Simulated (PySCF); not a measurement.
# Assigning NMR signals

Molfile (atoms numbered from 1):
```
C3H5Cl
     RDKit          3D

  9  8  0  0  0  0  0  0  0  0999 V2000
    1.3085   -0.0834    0.5172 C   0  0  0  0  0  0  0  0  0  0  0  0
    0.2948    0.2661   -0.2578 C   0  0  0  0  0  0  0  0  0  0  0  0
   -1.1139   -0.1877   -0.1223 C   0  0  0  0  0  0  0  0  0  0  0  0
    0.5546    1.3610   -1.5844 Cl  0  0  0  0  0  0  0  0  0  0  0  0
    2.3094    0.2908    0.3523 H   0  0  0  0  0  0  0  0  0  0  0  0
    1.1411   -0.7649    1.3427 H   0  0  0  0  0  0  0  0  0  0  0  0
   -1.7804    0.6662    0.0210 H   0  0  0  0  0  0  0  0  0  0  0  0
   -1.2139   -0.8635    0.7279 H   0  0  0  0  0  0  0  0  0  0  0  0
   -1.4393   -0.7057   -1.0281 H   0  0  0  0  0  0  0  0  0  0  0  0
  1  2  2  0
  2  3  1  0
  2  4  1  0
  1  5  1  0
  1  6  1  0
  3  7  1  0
  3  8  1  0
  3  9  1  0
M  END
```

Theoretical values (PySCF 2.14): geometry from PBE0-D3(BJ)/def2-TZVP, shieldings: GIAO PBE0/pcSseg-2. No solvent model, relativity neglected, a single conformation, rapidly exchanging positions averaged.

Chemical shifts δ = σref − σ; 13C (σ = 186.03 ppm) and 1H (σ = 31.52 ppm) against TMS, all at this level.

(1) Assign these signals to the numbered atoms. 13C{1H} NMR (computed): δ 158.5, 121.5, 29.5.

(2) Assign these signals to the numbered atoms. 1H NMR (600 MHz, computed): δ 5.35 (m, 1H), 5.34 (m, 1H), 2.11 (s, 3H).

Answers

(1) 
| δ (ppm) | atoms | environment | reason |
| --- | --- | --- | --- |
| 158.5 | C2 | fully substituted alkene carbon | the olefinic region |
| 121.5 | C1 | terminal =CH2 carbon | an sp2 carbon of a C=C bond |
| 29.5 | C3 | allylic methyl carbon | a saturated carbon with 1 carbon neighbour and no heteroatom attached |

(2) 
5.35 → H5, hydrogen on a terminal =CH2 carbon: a vinylic proton, deshielded by the sp2 carbon and the C=C anisotropy
5.34 → H6, hydrogen on a terminal =CH2 carbon
2.11 → H7/H8/H9, hydrogen on an allylic methyl carbon: allylic position

H5 and H6 lie closer than the usual error of such a calculation, so a measured spectrum could show them in the other order.

Carbons that carry Cl, above all several Cl atoms, come out too deshielded, partly because spin–orbit coupling is missing. Shifts are as computed. Against solution values, carbons near 30 ppm lie about +3 ppm off and those near 130 ppm about +9 ppm; carbons on Cl a further +4 ppm. Of 1211 compounds with measured shifts, 218 miss one by over three times the rms of a fit or turn the order of signals round; such compounds aren't used in these exercises. No couplings were computed; multiplicities are counted from neighbouring protons, with m where these are inequivalent, close in shift, in a saturated or five-membered ring or joined by F or P, and br s for small geminal =CH2 splittings.
